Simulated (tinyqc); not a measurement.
Worked calculation: RKS/PBE in the sto-3g basis, for HF, spin multiplicity 1. Computed by tinyqc, a small Python program that keeps every step (integrals from PySCF). Settings: charge = 0, multiplicity = 1, basis = sto-3g, energy threshold = 1e-09, iteration cap = 55, orthogonalisation = symmetric, start = highest core orbitals, DIIS depth = 8, DIIS from iteration = 3, method = RKS, functional = pbe,pbe, grid = [30, 14]. Command: `OMP_NUM_THREADS=1 python tinyqc.py 22952 22953 out.jsonl` (the two numbers bound the seeds that draw the settings). One thread of a shared host (Intel(R) Xeon(R) Processor @ 2.60GHz), about 0.5 s of CPU time with the checks. Later iterations appear only in the table of the cycle.

## One-electron integrals

Geometry (angstrom):
```
atom        x        y        z
F     0.00000  0.00000  0.00000
H     0.00000  0.00000  0.83300
```

Basis sto-3g: exponents (1/bohr^2) and contraction coefficients of normalised primitives:
```
element  l (shell)   exponent  coefficient
F            s (1)  166.67913      0.15433
F            s (1)   30.36081      0.53533
F            s (1)    8.21682      0.44463
F            s (2)    6.46480     -0.09997
F            s (2)    1.50228      0.39951
F            s (2)    0.48859      0.70012
F            p (3)    6.46480      0.15592
F            p (3)    1.50228      0.60768
F            p (3)    0.48859      0.39196
H            s (1)    3.42525      0.15433
H            s (1)    0.62391      0.53533
H            s (1)    0.16886      0.44463
```

Overlap, kinetic and nuclear-attraction integrals over the contracted functions; the nuclear repulsion is the sum of Za Zb / Rab.

nuclear repulsion = 5.7174008 hartree

overlap S, lower triangle:
```
          1F 1s    1F 2s   1F 2px   1F 2py   1F 2pz    2H 1s
1F 1s   1.00000
1F 2s   0.23799  1.00000
1F 2px  0.00000  0.00000  1.00000
1F 2py  0.00000  0.00000  0.00000  1.00000
1F 2pz  0.00000  0.00000  0.00000  0.00000  1.00000
2H 1s   0.06027  0.50705  0.00000  0.00000  0.37649  1.00000
```

kinetic energy T (hartree), lower triangle:
```
           1F 1s    1F 2s   1F 2px   1F 2py   1F 2pz    2H 1s
1F 1s   36.98458
1F 2s   -0.21286  1.03800
1F 2px   0.00000  0.00000  3.24801
1F 2py   0.00000  0.00000  0.00000  3.24801
1F 2pz   0.00000  0.00000  0.00000  0.00000  3.24801
2H 1s    0.00789  0.17889  0.00000  0.00000  0.34620  0.76003
```

nuclear attraction V (hartree), lower triangle:
```
            1F 1s      1F 2s     1F 2px     1F 2py     1F 2pz     2H 1s
1F 1s   -77.64485
1F 2s    -9.32800  -12.16733
1F 2px    0.00000    0.00000  -12.02583
1F 2py    0.00000    0.00000    0.00000  -12.02583
1F 2pz   -0.01825   -0.21167    0.00000    0.00000  -12.17189
2H 1s    -2.44218   -4.91831    0.00000    0.00000   -3.28105  -6.60587
```

core Hamiltonian H = T + V (hartree), lower triangle:
```
            1F 1s      1F 2s    1F 2px    1F 2py    1F 2pz     2H 1s
1F 1s   -40.66027
1F 2s    -9.54085  -11.12933
1F 2px    0.00000    0.00000  -8.77782
1F 2py    0.00000    0.00000   0.00000  -8.77782
1F 2pz   -0.01825   -0.21167   0.00000   0.00000  -8.92388
2H 1s    -2.43429   -4.73943   0.00000   0.00000  -2.93485  -5.84584
```

## Two-electron integrals

Functions are numbered as in S; the eight-fold symmetry (ij|kl) = (ji|kl) = (kl|ij) leaves the list below.

Two-electron integrals (ij|kl) in chemists' order, unique and non-zero (hartree):
```
(11|11) 5.40350   (21|11) 0.84192   (21|21) 0.15630   (22|11) 1.26803
(22|21) 0.29234   (22|22) 0.92617   (31|31) 0.02800   (32|31) 0.04317
(32|32) 0.20459   (33|11) 1.26450   (33|21) 0.29240   (33|22) 0.92596
(33|33) 0.99751   (41|41) 0.02800   (42|41) 0.04317   (42|42) 0.20459
(43|43) 0.05377   (44|11) 1.26450   (44|21) 0.29240   (44|22) 0.92596
(44|33) 0.88997   (44|44) 0.99751   (51|51) 0.02800   (52|51) 0.04317
(52|52) 0.20459   (53|53) 0.05377   (54|54) 0.05377   (55|11) 1.26450
(55|21) 0.29240   (55|22) 0.92596   (55|33) 0.88997   (55|44) 0.88997
(55|55) 0.99751   (61|11) 0.21732   (61|21) 0.03995   (61|22) 0.07405
(61|33) 0.07395   (61|44) 0.07395   (61|51) 0.00159   (61|52) 0.00296
(61|55) 0.07427   (61|61) 0.01031   (62|11) 0.49173   (62|21) 0.11464
(62|22) 0.39853   (62|33) 0.39315   (62|44) 0.39315   (62|51) 0.00764
(62|52) 0.05694   (62|55) 0.40893   (62|61) 0.02961   (62|62) 0.20203
(63|31) 0.01269   (63|32) 0.07257   (63|53) 0.01228   (63|63) 0.03173
(64|41) 0.01269   (64|42) 0.07257   (64|54) 0.01228   (64|64) 0.03173
(65|11) 0.30777   (65|21) 0.07276   (65|22) 0.27108   (65|33) 0.25906
(65|44) 0.25906   (65|51) 0.01703   (65|52) 0.11021   (65|55) 0.29483
(65|61) 0.01967   (65|62) 0.16838   (65|65) 0.17139   (66|11) 0.59663
(66|21) 0.14135   (66|22) 0.56110   (66|33) 0.54130   (66|44) 0.54130
(66|51) 0.01328   (66|52) 0.13376   (66|55) 0.60005   (66|61) 0.03682
(66|62) 0.34444   (66|65) 0.33359   (66|66) 0.77461
```

## Orthogonalisation

S = U s U^T; symmetric (Loewdin) form X = U s^(-1/2) U^T, so that X^T S X = 1.

eigenvalues of S: 0.35397  0.84651  1.00000  1.00000  1.11897  1.68055

X, lower triangle:
```
           1F 1s     1F 2s   1F 2px   1F 2py    1F 2pz    2H 1s
1F 1s    1.02354
1F 2s   -0.13620   1.16698
1F 2px   0.00000   0.00000  1.00000
1F 2py   0.00000   0.00000  0.00000  1.00000
1F 2pz  -0.00927   0.10540  0.00000  0.00000   1.07672
2H 1s    0.02526  -0.35389  0.00000  0.00000  -0.25842  1.21719
```

## Starting guess

The start is the highest orbitals of the core Hamiltonian (a deliberately bad start); D = 2 C_occ C_occ^T.

D at the start, lower triangle:
```
           1F 1s     1F 2s   1F 2px   1F 2py    1F 2pz    2H 1s
1F 1s    0.12882
1F 2s   -0.60477   3.03341
1F 2px   0.00000   0.00000  2.00000
1F 2py   0.00000   0.00000  0.00000  2.00000
1F 2pz  -0.07996   0.65841  0.00000  0.00000   2.47461
2H 1s    0.20971  -1.74882  0.00000  0.00000  -1.26064  3.34843
```

## Iteration 1: exchange-correlation on the grid

Becke grid with 30 radial and 14 angular points per atom, points of zero weight dropped. rho = sum D_ij phi_i phi_j; V_xc,ij = sum w v_xc phi_i phi_j plus the gradient terms; v_xc is d(rho eps)/d rho at fixed gradient.

The 16 grid points with the largest w rho, of 817 (bohr, atomic units):
```
x                y         z        w      rho  |grad rho|^2    eps_xc      v_xc
-0.57539  -0.57539  -0.57539  0.18740  0.58541       3.07943  -0.69888  -0.86485
0.57539    0.57539  -0.57539  0.18740  0.58541       3.07943  -0.69888  -0.86485
-0.57539   0.57539  -0.57539  0.18740  0.58541       3.07943  -0.69888  -0.86485
0.57539   -0.57539  -0.57539  0.18740  0.58541       3.07943  -0.69888  -0.86485
-0.46776  -0.46776   0.46776  0.10216  1.04979       7.77015  -0.82970  -1.06061
0.46776    0.46776   0.46776  0.10216  1.04979       7.77015  -0.82970  -1.06061
-0.46776   0.46776   0.46776  0.10216  1.04979       7.77015  -0.82970  -1.06061
0.46776   -0.46776   0.46776  0.10216  1.04979       7.77015  -0.82970  -1.06061
-0.46776  -0.46776  -0.46776  0.10706  0.97058       5.58945  -0.80808  -1.03791
0.46776    0.46776  -0.46776  0.10706  0.97058       5.58945  -0.80808  -1.03791
-0.46776   0.46776  -0.46776  0.10706  0.97058       5.58945  -0.80808  -1.03791
0.46776   -0.46776  -0.46776  0.10706  0.97058       5.58945  -0.80808  -1.03791
0.00000    0.00000  -0.99660  0.16658  0.60098       3.19982  -0.70407  -0.87314
-0.57539  -0.57539   0.57539  0.16467  0.60733       3.80845  -0.70971  -0.86986
0.57539    0.57539   0.57539  0.16467  0.60733       3.80845  -0.70971  -0.86986
-0.57539   0.57539   0.57539  0.16467  0.60733       3.80845  -0.70971  -0.86986
```

electrons on the grid, sum of w rho = 10.03305

E_xc = sum of w rho eps_xc = -6.7460245 hartree

V_xc (hartree), lower triangle:
```
           1F 1s     1F 2s    1F 2px    1F 2py    1F 2pz     2H 1s
1F 1s   -1.46430
1F 2s   -0.28958  -0.93815
1F 2px   0.00000   0.00000  -0.93362
1F 2py   0.00000   0.00000   0.00000  -0.93362
1F 2pz   0.00079  -0.01568   0.00000   0.00000  -0.94818
2H 1s   -0.07374  -0.39927   0.00000   0.00000  -0.28783  -0.61461
```

## Iteration 1: building the Kohn-Sham matrix

J_ij = sum D_kl (ij|kl); F = H + J + V_xc; E = tr D H + tr D J / 2 + E_xc + E_nn.

Coulomb J (hartree), lower triangle:
```
           1F 1s    1F 2s   1F 2px   1F 2py   1F 2pz    2H 1s
1F 1s   11.30442
1F 2s    2.60506  8.44689
1F 2px   0.00000  0.00000  8.41060
1F 2py   0.00000  0.00000  0.00000  8.41060
1F 2pz   0.02786  0.23461  0.00000  0.00000  8.51314
2H 1s    0.66200  3.82649  0.00000  0.00000  2.78635  5.99536
```

Kohn-Sham matrix F (hartree), lower triangle:
```
            1F 1s     1F 2s    1F 2px    1F 2py    1F 2pz     2H 1s
1F 1s   -30.82015
1F 2s    -7.22538  -3.62059
1F 2px    0.00000   0.00000  -1.30084
1F 2py    0.00000   0.00000   0.00000  -1.30084
1F 2pz    0.01040   0.00727   0.00000   0.00000  -1.35892
2H 1s    -1.84602  -1.31221   0.00000   0.00000  -0.43633  -0.46509
```

total energy of this density = -43.1327717 hartree

## Iteration 1: diagonalisation and new density

Diagonalise F' = X^T F X, C = X C', fill 5 alpha and 5 beta electrons from the bottom; D = 2 C_occ C_occ^T. Each column has its largest component positive (the first on a tie).

F' = X^T F X (hartree), lower triangle:
```
           1         2         3         4         5        6
1  -30.42752
2   -3.31543  -2.33896
3    0.00000   0.00000  -1.30084
4    0.00000   0.00000   0.00000  -1.30084
5    0.00895   0.06035   0.00000   0.00000  -1.32836
6   -0.41328  -0.52628   0.00000   0.00000  -0.23539  0.16892
```

orbital energies (hartree): MO1 -30.82073, MO2 -2.05415, MO3 -1.36414, MO4 -1.30084, MO5 -1.30084, MO6 0.31310

coefficients C:
```
             MO1       MO2       MO3      MO4       MO5       MO6
1F 1s    1.00113  -0.24621  -0.00260  0.00000   0.00000   0.06345
1F 2s   -0.00545   1.07482   0.03101  0.00000   0.00000  -0.60042
1F 2px   0.00000   0.00000   0.00000  0.03990   0.99920   0.00000
1F 2py   0.00000   0.00000   0.00000  0.99920  -0.03990   0.00000
1F 2pz  -0.00137   0.03684   1.02548  0.00000   0.00000  -0.42936
2H 1s    0.00269  -0.09159  -0.07181  0.00000   0.00000   1.28867
```

D after iteration 1, lower triangle:
```
           1F 1s     1F 2s   1F 2px   1F 2py    1F 2pz    2H 1s
1F 1s    2.12576
1F 2s   -0.54034   2.31247
1F 2px   0.00000   0.00000  2.00000
1F 2py   0.00000   0.00000  0.00000  2.00000
1F 2pz  -0.02623   0.14283  0.00000  0.00000   2.10592
2H 1s    0.05087  -0.20136  0.00000  0.00000  -0.15404  0.02710
```

Within a degenerate level the vectors are fixed only up to a rotation; this is one choice.

## Iteration 2: exchange-correlation on the grid

As before.

The 16 grid points with the largest w rho, of 817 (bohr, atomic units):
```
x                y         z        w      rho  |grad rho|^2    eps_xc      v_xc
0.57539    0.57539  -0.57539  0.18740  0.58508       3.08460  -0.69882  -0.86457
-0.57539   0.57539  -0.57539  0.18740  0.58508       3.08460  -0.69882  -0.86457
0.57539   -0.57539  -0.57539  0.18740  0.58508       3.08460  -0.69882  -0.86457
-0.57539  -0.57539  -0.57539  0.18740  0.58508       3.08460  -0.69882  -0.86457
-0.46776   0.46776  -0.46776  0.10706  0.97056       5.60215  -0.80810  -1.03785
0.46776   -0.46776  -0.46776  0.10706  0.97056       5.60215  -0.80810  -1.03785
-0.46776  -0.46776  -0.46776  0.10706  0.97056       5.60215  -0.80810  -1.03785
0.46776    0.46776  -0.46776  0.10706  0.97056       5.60215  -0.80810  -1.03785
0.46776   -0.46776   0.46776  0.10216  1.00266       6.24127  -0.81667  -1.04796
-0.46776  -0.46776   0.46776  0.10216  1.00266       6.24127  -0.81667  -1.04796
-0.46776   0.46776   0.46776  0.10216  1.00266       6.24127  -0.81667  -1.04796
0.46776    0.46776   0.46776  0.10216  1.00266       6.24127  -0.81667  -1.04796
0.57539    0.57539   0.57539  0.16467  0.59745       3.37159  -0.70420  -0.86881
-0.57539   0.57539   0.57539  0.16467  0.59745       3.37159  -0.70420  -0.86881
-0.57539  -0.57539   0.57539  0.16467  0.59745       3.37159  -0.70420  -0.86881
0.57539   -0.57539   0.57539  0.16467  0.59745       3.37159  -0.70420  -0.86881
```

electrons on the grid, sum of w rho = 10.03655

E_xc = sum of w rho eps_xc = -11.3878113 hartree

V_xc (hartree), lower triangle:
```
           1F 1s     1F 2s    1F 2px    1F 2py    1F 2pz     2H 1s
1F 1s   -3.49744
1F 2s   -0.48883  -0.95076
1F 2px   0.00000   0.00000  -0.94568
1F 2py   0.00000   0.00000   0.00000  -0.94568
1F 2pz  -0.00175  -0.00091   0.00000   0.00000  -0.94171
2H 1s   -0.12739  -0.36743   0.00000   0.00000  -0.22831  -0.36562
```

## Iteration 2: building the Kohn-Sham matrix

As before.

Coulomb J (hartree), lower triangle:
```
           1F 1s    1F 2s   1F 2px   1F 2py   1F 2pz    2H 1s
1F 1s   20.97533
1F 2s    4.02154  9.95388
1F 2px   0.00000  0.00000  9.94652
1F 2py   0.00000  0.00000  0.00000  9.94652
1F 2pz   0.00306  0.00322  0.00000  0.00000  9.94216
2H 1s    1.02706  4.17174  0.00000  0.00000  2.78061  5.66266
```

Kohn-Sham matrix F (hartree), lower triangle:
```
            1F 1s     1F 2s   1F 2px   1F 2py    1F 2pz     2H 1s
1F 1s   -23.18238
1F 2s    -6.00814  -2.12622
1F 2px    0.00000   0.00000  0.22302
1F 2py    0.00000   0.00000  0.00000  0.22302
1F 2pz   -0.01693  -0.20936  0.00000  0.00000   0.07657
2H 1s    -1.53462  -0.93512  0.00000  0.00000  -0.38256  -0.54880
```

total energy of this density = -98.2338494 hartree

## Iteration 2: diagonalisation and new density

As before.

F' = X^T F X (hartree), lower triangle:
```
           1         2        3        4         5         6
1  -22.72411
2   -3.22364  -0.88163
3    0.00000   0.00000  0.22302
4    0.00000   0.00000  0.00000  0.22302
5   -0.03063  -0.02992  0.00000  0.00000   0.24754
6   -0.26781  -0.46555  0.00000  0.00000  -0.41974  -0.06779
```

orbital energies (hartree): MO1 -23.19477, MO2 -0.76834, MO3 -0.05793, MO4 0.22302, MO5 0.22302, MO6 0.59505

coefficients C:
```
             MO1       MO2       MO3      MO4       MO5       MO6
1F 1s    0.99370  -0.20661  -0.17256  0.00000   0.00000   0.08363
1F 2s    0.02751   0.69070   0.83358  0.00000   0.00000  -0.58656
1F 2px   0.00000   0.00000   0.00000  0.12827   0.99174   0.00000
1F 2py   0.00000   0.00000   0.00000  0.99174  -0.12827   0.00000
1F 2pz   0.00408   0.21180  -0.47320  0.00000   0.00000  -0.98413
2H 1s   -0.00866   0.40568  -0.65211  0.00000   0.00000   1.04131
```

D after iteration 2, lower triangle:
```
           1F 1s     1F 2s   1F 2px   1F 2py   1F 2pz    2H 1s
1F 1s    2.11982
1F 2s   -0.51842   2.34536
1F 2px   0.00000   0.00000  2.00000
1F 2py   0.00000   0.00000  0.00000  2.00000
1F 2pz   0.08389  -0.49610  0.00000  0.00000  0.53759
2H 1s    0.04022  -0.52726  0.00000  0.00000  0.78893  1.17979
```

Within a degenerate level the vectors are fixed only up to a rotation; this is one choice.

## Iteration 8 (converged): orbitals

converged F (hartree), lower triangle:
```
            1F 1s     1F 2s    1F 2px    1F 2py    1F 2pz     2H 1s
1F 1s   -23.84593
1F 2s    -6.15047  -2.44112
1F 2px    0.00000   0.00000  -0.09246
1F 2py    0.00000   0.00000   0.00000  -0.09246
1F 2pz   -0.02295  -0.17448   0.00000   0.00000  -0.23691
2H 1s    -1.57104  -1.02523   0.00000   0.00000  -0.41014  -0.56377
```

As before.

F' = X^T F X (hartree), lower triangle:
```
           1         2         3         4         5         6
1  -23.38651
2   -3.24866  -1.20116
3    0.00000   0.00000  -0.09246
4    0.00000   0.00000   0.00000  -0.09246
5   -0.03848  -0.01734   0.00000   0.00000  -0.09204
6   -0.27554  -0.48033   0.00000   0.00000  -0.38833  -0.04901
```

orbital energies (hartree): MO1 -23.85741, MO2 -0.98683, MO3 -0.29727, MO4 -0.09246, MO5 -0.09246, MO6 0.41279

coefficients C:
```
             MO1       MO2       MO3       MO4      MO5       MO6
1F 1s    0.99400  -0.23481   0.12160   0.00000  0.00000   0.09459
1F 2s    0.02629   0.84757  -0.59569   0.00000  0.00000  -0.66546
1F 2px   0.00000   0.00000   0.00000  -0.00437  0.99999   0.00000
1F 2py   0.00000   0.00000   0.00000   0.99999  0.00437   0.00000
1F 2pz   0.00419   0.20191   0.68632   0.00000  0.00000  -0.85175
2H 1s   -0.00836   0.23098   0.47805   0.00000  0.00000   1.17994
```

D after iteration 8, lower triangle:
```
           1F 1s     1F 2s   1F 2px   1F 2py   1F 2pz    2H 1s
1F 1s    2.11591
1F 2s   -0.49064   2.14781
1F 2px   0.00000   0.00000  2.00000
1F 2py   0.00000   0.00000  0.00000  2.00000
1F 2pz   0.08042  -0.47519  0.00000  0.00000  1.02365
2H 1s   -0.00884  -0.17844  0.00000  0.00000  0.74940  0.56391
```

Within a degenerate level the vectors are fixed only up to a rotation; this is one choice.

## Convergence

Stop when the energy changes by less than 1e-09 hartree and every element of the error matrix X^T (F D S - S D F) X is below 9e-06.

Course of the cycle:
```
iteration  E (hartree)     change  largest element of the error matrix
1          -43.1327717          -                             5.38e-02
2          -98.2338494  -5.51e+01                             8.18e-01
3          -98.6786998  -4.45e-01                             5.43e-01
4          -98.7551456  -7.64e-02                             3.08e-01
5          -98.7972886  -4.21e-02                             9.22e-03
6          -98.7973361  -4.75e-05                             6.25e-04
7          -98.7973362  -1.53e-07                             7.98e-06
8          -98.7973362  -2.65e-11                             1.29e-08
```

PySCF RKS in the same basis, fine grid = -98.7887192 hartree

Converged in 8 iterations. The coarse grid moves the energy by -8.62e-03 hartree.

## Populations, bond orders and dipole

Mulliken: Z minus the diagonal of D S on the atom; Loewdin: the same with S^(1/2) D S^(1/2); Mayer order: 2 sum_s sum (D(s) S)_ij (D(s) S)_ji over the two atoms.

Charges (e):
```
atom  Mulliken   Loewdin
1F    -0.24496  -0.16566
2H     0.24496   0.16566
```

Mayer bond orders:
```
pair    order
2-1   0.93999
```

dipole moment about the origin, x y z (debye): 0.00000  0.00000  1.28749
